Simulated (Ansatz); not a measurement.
Candidate structures of BP, relaxed level by level: BP (P6₃mc, No. 186; start mp-1008559; another space group than a measured phase of this formula); BP (model structure, from the NiAs type, P6₃/mmc, No. 194); zinc-blende BP. Levels: PBEsol (plane waves, PAW; Ansatz, an electronic-structure program), r²SCAN (Ansatz, PAW).

Question: Which structure has the lowest energy at each level, and how far above it lie the others?

Answer: Lowest: PBEsol, zinc-blende BP (within 10 meV/atom of BP (P6₃mc, No. 186; start mp-1008559; another space group than a measured phase of this formula), too close to call); r²SCAN, zinc-blende BP. Energies above the lowest of these candidates, meV/atom:…

```json
[
 {"structure": "zinc-blende BP", "PBEsol": "0", "r²SCAN": "0"},
 {"structure": "BP (P6₃mc, No. 186; start mp-1008559; another space group than a measured phase of this formula)", "PBEsol": "9", "r²SCAN": "14"},
 {"structure": "BP (model structure, from the NiAs type, P6₃/mmc, No. 194)", "PBEsol": "1115", "r²SCAN": "1344"}
]
```

A measured cell is on file for: zinc-blende BP.

Static-lattice energies; unlike cells have unlike k meshes, which leaves some meV/atom of uncertainty, and other structures than these can lie lower.

Note: the relaxation could not lower the start's symmetry, so the cell can be a saddle point above a distorted one.

A model structure was made by putting elements into a prototype or built by hand; it is no filed structure, need not be a known phase, and can be a saddle point held by its symmetry.

A start named mp-… is a Materials Project structure, which can be a computed phase never made.
